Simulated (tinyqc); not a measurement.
Inside a calculation. Method: Pariser-Parr-Pople SCF with singles CI, for the molecule C=CC=CC=C (SMILES; centres numbered as the heavy atoms are written). One step of it, computed by the program tinyqc.

Task: Singles CI, singlets. Over the 9 single excitations with the smallest orbital gaps: A = (e_a - e_i) delta + 2 (ia|jb) - (ij|ab), with (pq|rs) = sum c_mp c_mq gamma_mn c_nr c_ns. f = 2/3 w |mu|^2 in atomic units, mu = sqrt2 sum c_ia sum_m c_mi c_ma R_m.

orbital energies (eV): [-15.431165, -13.724211, -11.168787, -3.141213, -0.585789, 1.121165]

coefficients, order 1C, 2C, 3C, 4C, 5C, 6C:
$$\begin{pmatrix}
0.257019 & 0.454807 & 0.476541 & 0.476541 & -0.454807 & 0.257019 \\
0.409697 & 0.510924 & 0.266655 & -0.266655 & 0.510924 & -0.409697 \\
0.515839 & 0.179184 & -0.449225 & -0.449225 & -0.179184 & 0.515839 \\
0.515839 & -0.179184 & -0.449225 & 0.449225 & -0.179184 & -0.515839 \\
0.409697 & -0.510924 & 0.266655 & 0.266655 & 0.510924 & 0.409697 \\
0.257019 & -0.454807 & 0.476541 & -0.476541 & -0.454807 & -0.257019
\end{pmatrix}$$

repulsion gamma_rs (eV), order 1C, 2C, 3C, 4C, 5C, 6C:
$$\begin{pmatrix}
10.570000 & 7.371885 & 5.176812 & 3.648656 & 2.858246 & 2.302907 \\
7.371885 & 10.570000 & 7.369436 & 5.176812 & 3.647765 & 2.858246 \\
5.176812 & 7.369436 & 10.570000 & 7.371885 & 5.176812 & 3.648656 \\
3.648656 & 5.176812 & 7.371885 & 10.570000 & 7.369436 & 5.176812 \\
2.858246 & 3.647765 & 5.176812 & 7.369436 & 10.570000 & 7.371885 \\
2.302907 & 2.858246 & 3.648656 & 5.176812 & 7.371885 & 10.570000
\end{pmatrix}$$

Centres (angstrom, eV; a flat drawing with bonds scaled to 1.40 angstrom):
```
centre          x          y  core charge z          W   gamma_rr
1C      -3.045000  -0.196000              1  12.440000  10.570000
2C      -1.799000   0.442000              1  12.440000  10.570000
3C      -0.623000  -0.319000              1  12.440000  10.570000
4C       0.623000   0.319000              1  12.440000  10.570000
5C       1.799000  -0.442000              1  12.440000  10.570000
6C       3.045000   0.196000              1  12.440000  10.570000
```

Give: singlet CI matrix; singlet excitation energies; oscillator strengths.

Result:

singlet CI matrix (eV):
```
         3>4     2>4     3>5     1>4     3>6     2>5     2>6     1>5
3>4   4.1879  0.0000  0.0000  0.1201  0.1201  0.7734  0.0000  0.0000
2>4   0.0000  6.2466  0.0136  0.0000  0.0000  0.0000  0.3667  0.8603
3>5   0.0000  0.0136  6.2466  0.0000  0.0000  0.0000  0.8603  0.3667
1>4   0.1201  0.0000  0.0000  7.2622  0.1998  0.5554  0.0000  0.0000
3>6   0.1201  0.0000  0.0000  0.1998  7.2622  0.5554  0.0000  0.0000
2>5   0.7734  0.0000  0.0000  0.5554  0.5554  8.4968  0.0000  0.0000
2>6   0.0000  0.3667  0.8603  0.0000  0.0000  0.0000  9.6177  0.9377
1>5   0.0000  0.8603  0.3667  0.0000  0.0000  0.0000  0.9377  9.6177
1>6  -0.1993  0.0000  0.0000  0.5329  0.5329  1.0356  0.0000  0.0000

         1>6
3>4  -0.1993
2>4   0.0000
3>5   0.0000
1>4   0.5329
3>6   0.5329
2>5   1.0356
2>6   0.0000
1>5   0.0000
1>6  10.6437
```

singlet excitation energies (eV): [4.0300, 5.9344, 6.1371, 7.0370, 7.0625, 8.3977, 8.7758, 10.8812, 11.3256]

oscillator strengths: [1.5196, 0.0000, 0.0000, 0.0375, 0.0000, 0.2146, 0.0000, 0.0000, 0.0628]
